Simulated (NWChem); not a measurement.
# C2H6S (ethanethiol): levels of theory compared

Aim: a comparison of 5 runs (HF/STO-3G, HF/3-21G, B3LYP/6-31G*, M06-2X/def2-SVPD) of C2H6S (ethanethiol). 

The results are computed with NWChem 7.3.0.

37 further runs of the same task are left out: 37 set aside as unsound or not needed.

### Step 1. The molecule

The species is C2H6S (9 atoms), meant as a singlet with charge 0. As SMILES, `CCS`. The C1–C2 distance was set to 2.725 Å, away from the relaxed value. At this shape a bond of the SMILES string is far longer than usual.

Bond lengths: C2–S3 1.813 Å, C1–H4 1.091 Å, C1–H5 1.094 Å, C1–H6 1.093 Å, C2–H7 1.093 Å, C2–H8 1.092 Å, S3–H9 1.343 Å. Angles: C2–S3–H9 96.8°, S3–C2–H7 104.0°, S3–C2–H8 109.1°, H7–C2–H8 106.9°, H4–C1–H5 108.5°, H4–C1–H6 107.8°, H5–C1–H6 107.8°.

### Step 2. A single-point energy at HF/STO-3G (run 1)

Contents of c2h6s.nw:

```
start c2h6s
title "C2H6S hf"
memory 2200 mb
geometry noautosym nocenter noautoz
   C     -1.737518     0.812162    -0.955864
   C      0.639520    -0.221900    -0.114960
   S      0.539160    -1.132170     1.449440
   H     -2.491418     0.029132    -1.052754
   H     -1.620698     1.304022    -1.926124
   H     -2.114678     1.554122    -0.248154
   H      1.015160    -0.960450    -0.827390
   H      1.403980     0.552440    -0.028340
   H      0.140660    -0.099050     2.209210
end
basis spherical bse
   C library STO-3G
   S library STO-3G
   H library STO-3G
end
scf
   singlet
   rhf
   thresh 1e-08
   maxiter 80
end
task scf
```

Started as:

```sh
$ nwchem c2h6s.nw > c2h6s.out
```

Standard output:

```text
[...]
  functions       =    25
[...]
  wavefunction    = RHF
[...]
         Total SCF energy =   -471.201335929067
      One-electron energy =   -834.584152620301
      Two-electron energy =    271.437034262840
 Nuclear repulsion energy =     91.945782428394
        Time for solution =      1.1s
[...]
```

Wall time 1.6 s (1 thread of Intel Xeon Platinum 8375C at 2.90GHz (Ice Lake), shared host); peak memory 0.099 GiB.

### Step 3. The energy at HF/3-21G (run 2)

Contents of run.py:

```python
from ase import Atoms
from ase.calculators.nwchem import NWChem

molecule = Atoms(['C', 'C', 'S', 'H', 'H', 'H', 'H', 'H', 'H'], positions=[
    [-1.737518, 0.812162, -0.955864],
    [0.639520, -0.221900, -0.114960],
    [0.539160, -1.132170, 1.449440],
    [-2.491418, 0.029132, -1.052754],
    [-1.620698, 1.304022, -1.926124],
    [-2.114678, 1.554122, -0.248154],
    [1.015160, -0.960450, -0.827390],
    [1.403980, 0.552440, -0.028340],
    [0.140660, -0.099050, 2.209210],
])

calc = NWChem(
    label='nw',
    theory='scf',
    memory='2200 mb',
    basis='3-21G',
    basispar='spherical bse',
    scf={'nopen': '0', 'rhf': None, 'thresh': '1e-08', 'maxiter': '80'},
    task='energy',
)
molecule.calc = calc

print("Total energy (eV):", round(molecule.get_potential_energy(), 6))
print("dipole (e A):", molecule.get_dipole_moment().round(4))
```

Started as:

```sh
$ export ASE_NWCHEM_COMMAND="nwchem PREFIX.nwi > PREFIX.nwo"
$ python run.py
```

Standard output:

```text
Total energy (eV): -12902.439301
dipole (e A): [-0.1042  0.3601 -0.1404]
```

The calculator wrote nw.nwi:

```
title "nw"

permanent_dir nw

scratch_dir nw

start nw

geometry units angstrom nocenter noautosym noautoz
  C  -1.7375179999999999e+00 8.1216200000000005e-01 -9.5586400000000005e-01
  C  6.3951999999999998e-01 -2.2189999999999999e-01 -1.1496000000000001e-01
  S  5.3915999999999997e-01 -1.1321699999999999e+00 1.4494400000000001e+00
  H  -2.4914179999999999e+00 2.9132000000000002e-02 -1.0527540000000000e+00
  H  -1.6206980000000000e+00 1.3040220000000000e+00 -1.9261239999999999e+00
  H  -2.1146780000000001e+00 1.5541220000000000e+00 -2.4815400000000001e-01
  H  1.0151600000000001e+00 -9.6045000000000003e-01 -8.2738999999999996e-01
  H  1.4039800000000000e+00 5.5244000000000004e-01 -2.8340000000000001e-02
  H  1.4066000000000001e-01 -9.9049999999999999e-02 2.2092100000000001e+00
end

memory 2200 mb

basis spherical bse noprint
   * library 3-21G
end

scf
  nopen 0
  rhf
  thresh 1e-08
  maxiter 80
end

task scf energy
```

nw.nwo:

```text
Northwest Computational Chemistry Package (NWChem) 7.3.0
             --------------------------------------------------------

           Job information
           ---------------

    nwchem branch   = 7.3.0
    use scalapack   = T
    input           = nw.nwi
    prefix          = nw.
    data base       = nw/nw.db
    status          = startup
    nproc           =        1

           Memory information
           ------------------

[... 5 lines left out ...]
    hardfail = no
[... 130 lines left out ...]
         Quadratically convergent ROHF
[... 15 lines left out ...]
       Final RHF  results
[... 4 lines left out ...]
      Two-electron energy =    268.718989440424
[... 36 lines left out ...]
                       ROHF Final Molecular Orbital Analysis
[... 188 lines left out ...]
       Multipole analysis of the density wrt the origin
       ------------------------------------------------

     L   x y z        total         open         nuclear
     -   - - -        -----         ----         -------
     0   0 0 0     -0.000000      0.000000     34.000000

     1   1 0 0     -0.196953      0.000000     -3.077271
[... 8 lines of this table left out ...]
     2   0 0 2    -20.134580      0.000000    177.200436

 Task  times  cpu:        1.2s     wall:        1.2s
 Total times  cpu:        1.2s     wall:        1.2s
```

It took 2.3 s on 1 thread of Intel Xeon Platinum 8375C at 2.90GHz (Ice Lake), shared host; peak memory 0.099 GiB.

Run 3 isn't shown in full; the table further down has it.

### Step 4. The energy at B3LYP/6-31G(d) (Cartesian functions) (run 4)

Contents of run.nw:

```
start run
title "C2H6S B3LYP"
memory 2200 mb

geometry noautosym nocenter noautoz
   C       -1.737518       0.812162      -0.955864
   C        0.639520      -0.221900      -0.114960
   S        0.539160      -1.132170       1.449440
   H       -2.491418       0.029132      -1.052754
   H       -1.620698       1.304022      -1.926124
   H       -2.114678       1.554122      -0.248154
   H        1.015160      -0.960450      -0.827390
   H        1.403980       0.552440      -0.028340
   H        0.140660      -0.099050       2.209210
end

basis cartesian
   * library 6-31G*
end

dft
   xc b3lyp
   grid xfine
   convergence energy 1e-08
   maxiter 100
   mulliken
   noprint "final vectors analysis"
end

task dft energy
```

Started as:

```sh
$ nwchem run.nw > run.out
```

Standard output:

```text
[...]
          Wavefunction type:  closed shell.
          No. of atoms     :     9
          No. of electrons :    34
[...]
          Charge           :     0
          Spin multiplicity:     1
[...]
          AO basis - number of functions:    61
[...]
              XC Information
              --------------
                         B3LYP Method XC Potential
                     Hartree-Fock (Exact) Exchange  0.200
                        Slater Exchange Functional  0.800 local
                    Becke 1988 Exchange Functional  0.720 non-local
              Lee-Yang-Parr Correlation Functional  0.810
                  VWN I RPA Correlation Functional  0.190 local
[...]
 d= 0,ls=0.0,diis     1   -477.8038844442 -5.70D+02  2.04D-02  4.97D-01     2.8
[...]
 d= 0,ls=0.0,diis    11   -477.8642370945 -7.49D-10  6.69D-07  1.02D-09    24.0
         Total DFT energy =     -477.864237094505
      One electron energy =     -838.203503630013
           Coulomb energy =      306.976597522853
    Exchange-Corr. energy =      -38.583113415740
 Nuclear repulsion energy =       91.945782428394
[...]
      Total Density - Mulliken Population Analysis
     ---------------------------------------------
    Atom       Charge   Shell Charges
 -----------   ------   -------------------------------------------------------
    1 C    6     6.48   1.99  0.70  1.94  0.74  1.10  0.01
    2 C    6     6.43   1.99  0.71  1.89  0.76  1.07  0.01
    3 S   16    16.03   2.00  1.99  5.97  1.41  3.03  0.49  1.11  0.03
    4 H    1     0.84   0.52  0.32
    5 H    1     0.85   0.52  0.32
    6 H    1     0.85   0.52  0.33
    7 H    1     0.82   0.52  0.30
    8 H    1     0.82   0.52  0.30
    9 H    1     0.89   0.51  0.38
[...]
```

Run time: 25 s. Hardware: 1 thread of Intel Xeon Platinum 8375C at 2.90GHz (Ice Lake), shared host; peak memory 0.14 GiB.

### Step 5. The energy at M06-2X/def2-SVPD (run 5)

Contents of job.nw:

```
start job
title "C2H6S"
memory stack 880 mb heap 220 mb global 1100 mb

geometry units angstrom noautosym nocenter noautoz
   C       -1.737518       0.812162      -0.955864
   C        0.639520      -0.221900      -0.114960
   S        0.539160      -1.132170       1.449440
   H       -2.491418       0.029132      -1.052754
   H       -1.620698       1.304022      -1.926124
   H       -2.114678       1.554122      -0.248154
   H        1.015160      -0.960450      -0.827390
   H        1.403980       0.552440      -0.028340
   H        0.140660      -0.099050       2.209210
end

basis "ao basis" spherical bse
   * library def2-SVPD
end

dft
   xc m06-2x
   grid fine
   convergence energy 1e-08
   iterations 100
   mulliken
end

task dft
```

Started as:

```sh
$ nwchem job.nw > job.out
```

Standard output:

```text
[...]
          Wavefunction type:  closed shell.
          No. of atoms     :     9
          No. of electrons :    34
[...]
          Charge           :     0
          Spin multiplicity:     1
[...]
          AO basis - number of functions:   115
[...]
              XC Information
              --------------
                       M06-2X Method XC Functional
                     Hartree-Fock (Exact) Exchange  0.540
                        M06-2X Exchange Functional  1.000
                      M06-2X Correlation Potential  1.000
[...]
 d= 0,ls=0.0,diis     1   -477.5593021876 -5.70D+02  8.51D-03  2.78D-01     3.6
[...]
 d= 0,ls=0.0,diis    11   -477.6091323790 -1.03D-09  4.52D-07  2.49D-09    34.5
         Total DFT energy =     -477.609132378987
      One electron energy =     -837.656448729456
           Coulomb energy =      306.541360105048
    Exchange-Corr. energy =      -38.439826182973
 Nuclear repulsion energy =       91.945782428394
[...]
      Total Density - Mulliken Population Analysis
     ---------------------------------------------
    Atom       Charge   Shell Charges
 -----------   ------   -------------------------------------------------------
    1 C    6     5.73   1.99  0.93 -0.09  0.07  1.93  0.89  0.02 -0.00
    2 C    6     5.87   1.99  0.95 -0.00  0.03  1.89  0.94  0.02  0.05
    3 S   16    16.34   2.00  1.98  1.24  0.58  0.04  5.93  1.79  2.47  0.15  0.07  0.08
    4 H    1     1.09   0.75  0.23  0.02  0.09
    5 H    1     1.08   0.74  0.23  0.02  0.08
    6 H    1     1.10   0.75  0.24  0.02  0.09
    7 H    1     1.04   0.74  0.22  0.02  0.06
    8 H    1     1.00   0.74  0.19  0.02  0.05
    9 H    1     0.74   0.72 -0.01  0.03  0.01
[...]
```

It took 35 s on 1 thread of Intel Xeon Platinum 8375C at 2.90GHz (Ice Lake), shared host; peak memory 0.12 GiB.

### Step 6. Overview of the runs

| run | level | iteration cap | module | energy (Eh) | dipole moment (D) | HOMO energy (eV) | LUMO energy (eV) | wall time |
| --- | --- | --- | --- | --- | --- | --- | --- | --- |
| 1 | HF/STO-3G | 80 | scf | -471.201336 | 0.68 | -5.36 | 3.65 | 1.6 s |
| 2 | HF/3-21G | 80 | scf | -474.155903 | 1.92 | -8.00 | 1.48 | 2.3 s |
| 3 | B3LYP/6-31G* (spherical functions) | 100 | dft | -477.859848 | – | – | – | 24 s |
| 4 | B3LYP/6-31G* (Cartesian functions) | 100 | dft | -477.864237 | 1.05 | – | – | 25 s |
| 5 | M06-2X/def2-SVPD | 100 | dft | -477.609132 | 0.91 | -7.21 | -1.80 | 35 s |

### Step 7. Outcome

```
            quantity          value
 run 5: total energy  -477.60913 Eh
run 5: dipole moment         0.91 D
  run 5: HOMO energy       -7.21 eV
  run 5: LUMO energy       -1.80 eV
run 5: HOMO–LUMO gap        5.41 eV
```

Over runs 1, 2, 4, 5 the dipole moment (its size) runs from 0.68 D (HF/STO-3G) to 1.92 D (HF/3-21G). Over runs 1, 2, 5 the HOMO–LUMO gap runs from 5.41 eV (M06-2X/def2-SVPD) to 9.48 eV (HF/3-21G). The two ends differ in method and basis. Totals of different functionals can't be ranked against each other. In run 1 the basis is minimal, so the values are rough. In all runs a closed-shell determinant meets a far-stretched bond; if it breaks into open shells, such a determinant describes it badly, and no broken-symmetry solution was shown. All runs together took 88 s, the longest 35 s.
